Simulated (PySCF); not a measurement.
Molecule: SMILES S, H$_{2}$S.

Atoms are numbered as in `[SH2:1]`. Each H is labelled by its parent atom.

Geometry PBE0-D3(BJ)/def2-SVP throughout; GIAO in PySCF 2.14.0 with density-fitted response routines, gas phase, one conformer, non-relativistic; equivalent atoms averaged; functional PBE0.

(1) How do the absolute shieldings σ depend on the basis set? (ppm; last column core-seconds on shared hosts with different chips, so compare them loosely)

(2) Which nucleus moves most, in ppm?

(3) Taking the largest basis, pcSseg-3 (142 functions), as the yardstick, rank the others by their worst heavy-atom deviation.

## Answers

(1) 
```
    basis set  functions     S1  H(S1)  core-s
       STO-3G         11  789.8  33.27    0.74
        6-31G         17  726.8  32.23     1.3
     pcSseg-0         17  742.4  32.20    0.55
       6-31G*         22  702.3  31.28    0.76
     def2-SVP         28  750.2  30.82    0.63
      cc-pVDZ         28  744.8  30.71       1
     pcSseg-1         34  710.8  30.33    0.93
  aug-cc-pVDZ         45  759.2  30.80     1.2
6-311+G(2d,p)         47  707.2  30.71       1
    def2-TZVP         49  693.6  30.60     1.2
      cc-pVTZ         62  725.5  30.53     1.6
     IGLO-III         64  716.9  30.67     1.3
     pcSseg-2         71  705.8  30.30    0.74
     pcSseg-3        142  707.5  30.31     3.6
```

(2) S1 (sulfur bonded to 2 H): from 693.6 ppm with def2-TZVP to 789.8 ppm with STO-3G. The smallest spread is 2.97 ppm, at H(S1).

(3) 6-311+G(2d,p) 0.3 ppm (47 functions), pcSseg-2 1.8 ppm (71 functions), pcSseg-1 3.2 ppm (34 functions), 6-31G* 5.2 ppm (22 functions), IGLO-III 9.4 ppm (64 functions), def2-TZVP 13.9 ppm (49 functions), cc-pVTZ 18.0 ppm (62 functions), 6-31G 19.3 ppm (17 functions), pcSseg-0 34.9 ppm (17 functions), cc-pVDZ 37.3 ppm (28 functions), def2-SVP 42.7 ppm (28 functions), aug-cc-pVDZ 51.7 ppm (45 functions), STO-3G 82.2 ppm (11 functions).

A small basis that lands close on one nucleus may do so by chance; judge by the trend and by all nuclei.
